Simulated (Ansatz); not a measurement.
```yaml
crystal:
  periodic: [false, false, false]
  atoms:
    - {symbol: Si, position_ang: [-0.130873, 0.022203, 0.217098]}
    - {symbol: F, position_ang: [-0.212741, 0.044134, 1.700367]}
    - {symbol: H, position_ang: [1.318841, -0.341580, -0.544537]}
    - {symbol: H, position_ang: [-0.815451, 1.115639, -0.678850]}
    - {symbol: H, position_ang: [-0.906696, -1.215760, -0.727416]}
basis:
  gaussian: {orbitals: def2-mTZVPP}
hamiltonian: {xc: {name: B3LYP}, dispersion: d3bj, pseudopotentials: {relativity: none}}
```

```sh
$ ansatz run in.yaml --threads 4 --pin off --events-out ev --progress --plain --max-ram 3916MiB
```

Shortened log:

```
Functional definition: B3LYP
575 factors; their error is unknown
mean field evaluation 1: about -10643.5221 eV, gradient 3.3e1 eV
mean field evaluation 2: about -10641.5615 eV, gradient 5.2e1 eV
mean field evaluation 4: about -10644.9774 eV, gradient 5.2e-1 eV
mean field evaluation 8: about -10645.0302 eV, gradient 8.1e-2 eV
mean field -10645.03020592 eV, -391.1976446070 hartree, gradient 4.3e-5 eV, S^2 0.000000; 0 other end points of the search recorded, 0 dependent functions left out
reference -10645.03041031 eV, -391.1976521180 hartree; 13, 13 occupied and 53, 53 virtual orbitals, 575 factors
Total energy: -10645.13083502 eV, -391.2013426583 hartree
```

It took 1.6 s on 4 threads of Intel Xeon on a shared host.

B3LYP takes the VWN-RPA correlation.
